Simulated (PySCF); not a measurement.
# Löwdin shares of the frontier orbitals

Species: 2-chloro-1,1-difluoroethane, C₂H₃ClF₂.
Z-matrix (Å and degrees, PBE0-D3(BJ)/def2-SVP geometry), rows numbered from 1:
```
F 
C   1  1.3444
F   2  1.3523  1  108.10
C   2  1.5110  1  110.56  3   118.10
Cl  4  1.7727  2  111.10  1    66.98
H   2  1.1041  1  108.65  3  -118.08
H   4  1.0988  2  108.98  1   -53.19
H   4  1.0976  2  109.48  1  -172.92
```

Computed with TDDFT wB97X-D/def2-SVPD, vertical, gas phase, core orbitals frozen in the response (PySCF).

Kohn–Sham orbitals with the atoms that hold most of them (Löwdin shares over 4%, at most four atoms; ? is withheld):

```
orbital  ε (eV)                            atoms
 HOMO-3  -13.82  F3 37%, Cl5 23%, F1 22%, C4 12%
 HOMO-2  -12.51   F1 23%, F3 22%, C2 18%, H6 13%
 HOMO-1  -11.01                                ?
   HOMO  -10.96                                ?
   LUMO    1.83    Cl5 53%, C4 21%, C2 7%, F3 6%
 LUMO+1    2.45  Cl5 33%, C4 19%, C2 16%, H8 12%
 LUMO+2    2.87   Cl5 36%, H7 16%, H6 14%, F3 8%
```

**Question.** Give the leading atoms of the HOMO-1.

**Answer.** Cl5 (bonded to C) 72%; C4 (bonded to C, Cl and 2 H) 12%; C2 (bonded to C, 2 F and H) 6%. By element: chlorine 72%, carbon 18%.

**Question.** Give the leading atoms of the HOMO.

**Answer.** Cl5 (bonded to C) 79%; C4 (bonded to C, Cl and 2 H) 13%; H8 (bonded to C) 4%.

**Question.** How does S1 compare with the orbital gap of 12.80 eV?

**Answer.** S1 is at 7.53 eV (f = 0.0027), 5.27 eV below the gap, made of HOMO→LUMO (88%). 

**Question.** Give energy, strength and leading configuration of S1, S2, S3 and S4, and follow the Löwdin shares of the leading atoms from the occupied to the empty orbital.

**Answer.** 
- S1 (7.53 eV, f 0.0027), HOMO→LUMO (88%): Cl5 79% → 53%, C4 13% → 21%
- S2 (7.61 eV, f 0.0027), HOMO-1→LUMO (88%): Cl5 72% → 53%, C4 12% → 21%
- S3 (8.87 eV, f 0.023), HOMO→LUMO+1 (83%): Cl5 79% → 33%, C4 13% → 19%
- S4 (8.99 eV, f 0.049), HOMO-1→LUMO+1 (85%): Cl5 72% → 33%, C4 12% → 19%

Löwdin shares depend on the basis, the more so with diffuse functions.

One conformer stands for the species.
